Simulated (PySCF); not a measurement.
H₃SO, doublet: structure and spectrum

Method: PySCF, UPBE0, basis S def2-TZVP, O def2-TZVP, H def2-TZVP (no relativity, density fitting).

The structure is a minimum.

Z-matrix (Å, degrees; charge 0 multiplicity 2):
```
S
O  1 1.4698
H  1 1.3703 2 115.44
H  1 1.4696 2 98.40 3 -93.73
H  1 1.4696 2 98.40 3 93.73
```

* Point group: Cs
* Bond lengths: S–H 1.370 Å, S–H 1.470 Å (×2), S–O 1.470 Å
* Bond angles: H–S–H 89.7° (×2), H–S–H 161.6°, H–S–O 98.4° (×2), H–S–O 115.4°
* Atomisation energy without zero-point energy: 1038 kJ/mol
* Spin squared ⟨S²⟩: 0.760
* Rotational constants: 2.945, 0.6332, 0.5737 cm⁻¹
* Highest occupied level (α): -6.24 eV
* Principal quadrupole moments (Buckingham, traceless) about the centre of mass: -2.66, 0.40, 2.26 D Å
* Entropy at 298.15 K and 1 bar (electronic part: spin only): 249.9 J/(mol K)
* Heat capacity Cp at 298.15 K: 43.7 J/(mol K)
* Zero-point energy: 70.9 kJ/mol
* Principal polarisabilities: 19.3, 28.5, 40.4 bohr³
* Rotational symmetry number: 1
* Dipole moment: 3.29 D
* Lowest empty level (β): -2.59 eV
* Enthalpy at 298.15 K above 0 K: 10.60 kJ/mol

Harmonic modes (masses in u: S 31.972, O 15.995, H 1.008):
| symmetry | ω (cm⁻¹) | IR (km/mol) | type |
| --- | --- | --- | --- |
| a' | 788 | 3.5 | bend |
| a'' | 860 | 76.5 | bend |
| a' | 924 | 2.3 | bend |
| a' | 1053 | 12.6 | bend |
| a' | 1166 | 107 | stretch |
| a'' | 1301 | 22.6 | bend |
| a'' | 1466 | 530 | stretch |
| a' | 1833 | 25.0 | stretch |
| a' | 2458 | 65.8 | stretch |

Charges (e):
```
atom  Mulliken  Löwdin  polar tensor  spin (Mulliken)  Mayer order to S1
  S1      0.22    0.39          1.17             0.30                  –
  O2     -0.47   -0.41         -0.67             0.04               1.72
  H3      0.13    0.02         -0.10            -0.03               0.86
H4,5      0.06    0.00         -0.20             0.34               0.74
```

Mulliken populations on S1: s 5.63, p 9.44, d 0.66, f 0.04.

Outer orbital energies (eV). α occupied: -29.21, -20.82, -15.11, -13.66, -12.08, -8.80, -8.40, -6.24; empty: 0.06, 0.23, 1.31, 4.95. β occupied: -29.09, -20.32, -14.35, -13.39, -11.71, -8.32, -8.17; empty: -2.59, 0.26, 0.59, 2.04.

This need not be the most stable arrangement of these atoms. At this level a doublet minimum of Cs symmetry lies 12 kJ/mol below this structure.

The final relaxation and frequency run took 62 s on 4 threads of a shared Intel Xeon Platinum 8259CL @ 2.50GHz (Skylake/Cascade Lake) host, with 86 basis functions and 20 gradients; the process peaked at 1.2 GiB.
